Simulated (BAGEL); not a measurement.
**AlH3Cl− (SMILES [AlH3-][Cl]): levels of theory compared**

We compute a comparison of 4 runs (B3LYP/6-31G*, B3LYP/cc-pVTZ, PBE0/cc-pVTZ, RI-MP2/cc-pVTZ) of AlH3Cl−. 

The calculation is run with BAGEL 1.2.2.

1 further run of the same task is left out (it didn't finish).

## 1. The system as given

AlH3Cl− has 5 atoms, charge -1, and is taken as a singlet. As SMILES, `[AlH3-][Cl]`. Geometry: a GFN2-xTB relaxation, a rough one for these elements and not checked as a minimum.

Bond lengths: Al1–Cl2 2.098 Å, Al1–H3 1.609 Å, Al1–H4 1.608 Å, Al1–H5 1.608 Å. Angles: Cl2–Al1–H3 107.0°, Cl2–Al1–H4 107.0°, Cl2–Al1–H5 107.1°, H3–Al1–H4 111.8°, H3–Al1–H5 111.7°, H4–Al1–H5 111.8°.

## 2. A single-point energy at B3LYP/6-31G(d) (density fitting with qzvpp-jkfit, spherical functions) (run 1)

job.json

```json
{ "bagel": [

{
  "title": "molecule",
  "basis": "6-31gs.json",
  "df_basis": "qzvpp-jkfit",
  "angstrom": "true",
  "geometry": [
    { "atom": "Al", "xyz": [    0.109160,   -0.000440,   -0.082500 ] },
    { "atom": "Cl", "xyz": [   -1.562720,   -0.002110,    1.184250 ] },
    { "atom": "H", "xyz": [    0.226090,    1.478490,   -0.704190 ] },
    { "atom": "H", "xyz": [   -0.160190,   -1.106410,   -1.218300 ] },
    { "atom": "H", "xyz": [    1.387660,   -0.369540,    0.820730 ] }
  ]
},
{
  "title": "ks",
  "xc_func": "b3lyp",
  "charge": -1
},
{
  "title": "print",
  "file": "orbitals.molden",
  "orbitals": "true"
}

]}
```

The basis set 6-31G* is read from a file made from the Basis Set Exchange's data (not shown).

The run is started by

```sh
$ BAGEL_NUM_THREADS=1 BAGEL job.json > job.out
```

What it wrote:

```text
* using 1 threads per process

  ===============================================================
  ===============================================================

  *** Geometry ***

  { "atom" : "Al", "xyz" : [      0.206283,     -0.000831,     -0.155902 ] },
  { "atom" : "Cl", "xyz" : [     -2.953113,     -0.003987,      2.237908 ] },
  { "atom" : "H", "xyz" : [      0.427248,      2.793941,     -1.330726 ] },
  { "atom" : "H", "xyz" : [     -0.302715,     -2.090812,     -2.302253 ] },
  { "atom" : "H", "xyz" : [      2.622297,     -0.698329,      1.550955 ] },

  Number of auxiliary basis functions:      310

  Since a DF basis is specified, we compute 2- and 3-index integrals:
    o Being stored without compression. Storage requirement is 0.004 GB

  Number of basis functions:       42
  Number of electrons      :       33

    * METHOD: MOLECULE                             0.07

  *** Kohn-Sham DFT ***

    * Removing 6948 points whose weight is below 1.00e-10
    * Grid points: 67582

  === Nuclear Repulsion ===
    78.1966897829

       - DIIS with orbital gradients will be used.

  === KS iteration (b3lyp / 6-31gs.json) ===
      0       -680.88043326          0.11236358           0.13
      1       -685.30268426          0.11741676           0.12
      2       -641.50070582          0.19646841           0.11
      3       -699.41486316          0.10826107           0.11
      4       -703.85178370          0.04843680           0.11
      5       -704.10361527          0.04042248           0.11
      6       -704.08745560          0.03870278           0.11
      7       -704.51827332          0.00648980           0.12
      8       -704.53373173          0.00181360           0.14
      9       -704.53547277          0.00024075           0.11
     10       -704.53549413          0.00002359           0.11
     11       -704.53549426          0.00000436           0.12
     12       -704.53549426          0.00000053           0.11
     13       -704.53549426          0.00000011           0.11
     14       -704.53549426          0.00000003           0.11
     15       -704.53549426          0.00000001           0.11
    * SCF iteration converged.

    * Permanent dipole moment:
           (    0.775136,     0.002858,    -0.588016) a.u.

    * METHOD: KS                                   2.08

    * METHOD: PRINT                                0.01

  ===============================================================
```

Wall time 2.4 s (1 thread of AMD EPYC 7B13 (Zen 3), shared host); peak memory 0.18 GiB.

## 3. A single-point energy at B3LYP/cc-pVTZ (density fitting with qzvpp-jkfit) (run 2)

calc.json

```json
{ "bagel": [

{
  "title": "molecule",
  "basis": "cc-pvtz.json",
  "df_basis": "qzvpp-jkfit",
  "angstrom": true,
  "geometry": [
    { "atom": "Al", "xyz": [    0.109160,   -0.000440,   -0.082500 ] },
    { "atom": "Cl", "xyz": [   -1.562720,   -0.002110,    1.184250 ] },
    { "atom": "H", "xyz": [    0.226090,    1.478490,   -0.704190 ] },
    { "atom": "H", "xyz": [   -0.160190,   -1.106410,   -1.218300 ] },
    { "atom": "H", "xyz": [    1.387660,   -0.369540,    0.820730 ] }
  ]
},
{
  "title": "ks",
  "xc_func": "b3lyp",
  "charge": -1
},
{
  "title": "print",
  "file": "orbitals.molden",
  "orbitals": true
}

]}
```

The basis set cc-pVTZ is read from a file made from the Basis Set Exchange's data (not shown).

The run is started by

```sh
$ BAGEL_NUM_THREADS=1 BAGEL calc.json > calc.out
```

What it wrote:

```text
* using 1 threads per process

  ===============================================================
  ===============================================================

  *** Geometry ***

  { "atom" : "Al", "xyz" : [      0.206283,     -0.000831,     -0.155902 ] },
  { "atom" : "Cl", "xyz" : [     -2.953113,     -0.003987,      2.237908 ] },
  { "atom" : "H", "xyz" : [      0.427248,      2.793941,     -1.330726 ] },
  { "atom" : "H", "xyz" : [     -0.302715,     -2.090812,     -2.302253 ] },
  { "atom" : "H", "xyz" : [      2.622297,     -0.698329,      1.550955 ] },

  Number of auxiliary basis functions:      310

  Since a DF basis is specified, we compute 2- and 3-index integrals:
    o Being stored without compression. Storage requirement is 0.030 GB

  Number of basis functions:      110
  Number of electrons      :       33

    * METHOD: MOLECULE                             0.13

  *** Kohn-Sham DFT ***

    * Removing 6948 points whose weight is below 1.00e-10
    * Grid points: 67582

  === Nuclear Repulsion ===
    78.1966897829

       - DIIS with orbital gradients will be used.

  === KS iteration (b3lyp / cc-pvtz.json) ===
      0       -653.27576569          0.10614686           0.28
      1       -573.00622745          0.17754429           0.30
      2       -577.53859399          0.14765992           0.44
      3       -675.81351593          0.12001932           0.29
      4       -703.10172687          0.04145154           0.34
      5       -704.26733536          0.01808507           0.33
      6       -704.51116478          0.01227691           0.32
      7       -704.59880818          0.00429549           0.28
      8       -704.60606007          0.00293716           0.29
      9       -704.61151476          0.00031272           0.28
     10       -704.61158049          0.00004090           0.28
     11       -704.61158187          0.00000633           0.29
     12       -704.61158190          0.00000160           0.28
     13       -704.61158190          0.00000054           0.28
     14       -704.61158190          0.00000004           0.29
     15       -704.61158190          0.00000001           0.27
     16       -704.61158190          0.00000001           0.28
    * SCF iteration converged.

    * Permanent dipole moment:
           (    0.871256,     0.002909,    -0.660814) a.u.

    * METHOD: KS                                   5.63

    * METHOD: PRINT                                0.05

  ===============================================================
```

Run time: 6.3 s. Hardware: 1 thread of AMD EPYC 7B13 (Zen 3), shared host; peak memory 0.35 GiB.

Run 3 isn't shown in full; the table further down has it.

## 4. The energy at RI-MP2/cc-pVTZ (density fitting with qzvpp-jkfit) (run 4)

input.json

```json
{ "bagel": [

{
  "title": "molecule",
  "basis": "cc-pvtz.json",
  "df_basis": "qzvpp-jkfit",
  "angstrom": "true",
  "geometry": [
    { "atom": "Al", "xyz": [       0.109160,      -0.000440,      -0.082500 ] },
    { "atom": "Cl", "xyz": [      -1.562720,      -0.002110,       1.184250 ] },
    { "atom": "H", "xyz": [       0.226090,       1.478490,      -0.704190 ] },
    { "atom": "H", "xyz": [      -0.160190,      -1.106410,      -1.218300 ] },
    { "atom": "H", "xyz": [       1.387660,      -0.369540,       0.820730 ] }
  ]
},

{ "title": "hf", "charge": -1 },

{ "title": "mp2", "charge": -1, "ncore": 10 }

]}
```

The basis set cc-pVTZ is read from a file made from the Basis Set Exchange's data (not shown).

The run is started by

```sh
$ BAGEL_NUM_THREADS=1 BAGEL input.json > input.out
```

What it wrote:

```text
* using 1 threads per process

  ===============================================================
  ===============================================================

  *** Geometry ***

  { "atom" : "Al", "xyz" : [      0.206283,     -0.000831,     -0.155902 ] },
  { "atom" : "Cl", "xyz" : [     -2.953113,     -0.003987,      2.237908 ] },
  { "atom" : "H", "xyz" : [      0.427248,      2.793941,     -1.330726 ] },
  { "atom" : "H", "xyz" : [     -0.302715,     -2.090812,     -2.302253 ] },
  { "atom" : "H", "xyz" : [      2.622297,     -0.698329,      1.550955 ] },

  Number of auxiliary basis functions:      310

  Since a DF basis is specified, we compute 2- and 3-index integrals:
    o Being stored without compression. Storage requirement is 0.030 GB

  Number of basis functions:      110
  Number of electrons      :       33

    * METHOD: MOLECULE                             0.13

  *** RHF ***

  === Nuclear Repulsion ===
    78.1966897829

      * DIIS with orbital gradients will be used.

  === RHF iteration (cc-pvtz.json) ===
      0       -703.23930693          0.00801631           0.04
      1       -703.28172724          0.00245252           0.04
      2       -703.28538725          0.00069504           0.03
      3       -703.28576014          0.00007926           0.04
      4       -703.28576662          0.00001881           0.04
      5       -703.28576701          0.00000530           0.04
      6       -703.28576703          0.00000112           0.04
      7       -703.28576703          0.00000033           0.04
      8       -703.28576703          0.00000008           0.03
      9       -703.28576703          0.00000002           0.04
     10       -703.28576703          0.00000001           0.03
    * SCF iteration converged.

    * Permanent dipole moment:
           (    0.863781,     0.003143,    -0.655233) a.u.

    * METHOD: HF                                   0.50

  *** RHF ***

  === Nuclear Repulsion ===
    78.1966897829

      * DIIS with orbital gradients will be used.

  === RHF iteration (cc-pvtz.json) ===
      0       -703.28576703          0.00000000           0.03
    * SCF iteration converged.

    * Permanent dipole moment:
           (    0.863781,     0.003143,    -0.655233) a.u.

  === DF-MP2 calculation ===

    * freezing 10 orbitals
    * 3-index integral transformation done
    * assembly done

      MP2 correlation energy:   -0.3025140981      0.02

      MP2 total energy:       -703.5882811316

    * METHOD: MP2                                  0.10

  ===============================================================
```

It took 0.97 s on 1 thread of AMD EPYC 7B13 (Zen 3), shared host; peak memory 0.098 GiB.

## 5. Overview of the runs

| run | level | frozen core orbitals | energy (Eh) | HOMO energy (eV) | LUMO energy (eV) | HOMO–LUMO gap (eV) | wall time |
| --- | --- | --- | --- | --- | --- | --- | --- |
| 1 | B3LYP/6-31G* (density fitting with qzvpp-jkfit, spherical functions) | – | -704.535494 | -1.99 | 5.38 | 7.37 | 2.4 s |
| 2 | B3LYP/cc-pVTZ (density fitting with qzvpp-jkfit) | – | -704.611582 | -2.16 | 5.21 | 7.36 | 6.3 s |
| 3 | PBE0/cc-pVTZ (density fitting with qzvpp-jkfit) | – | -704.294047 | -2.35 | 5.41 | 7.76 | 5.7 s |
| 4 | RI-MP2/cc-pVTZ (density fitting with qzvpp-jkfit) | 10 | -703.588281 | – | – | – | 0.97 s |

## 6. Results

```
                                           quantity          value
                                run 4: total energy  -703.58828 Eh
run 4: correlation energy (10 core orbitals frozen)     -302.5 mEh
```

In words: Over runs 1, 2, 3 the HOMO–LUMO gap runs from 7.36 eV (B3LYP/cc-pVTZ) to 7.76 eV (PBE0/cc-pVTZ). The empty levels of an anion lie above zero and hang on the basis. Totals of different functionals can't be ranked against each other. All runs together took 15 s, the longest 6.3 s.
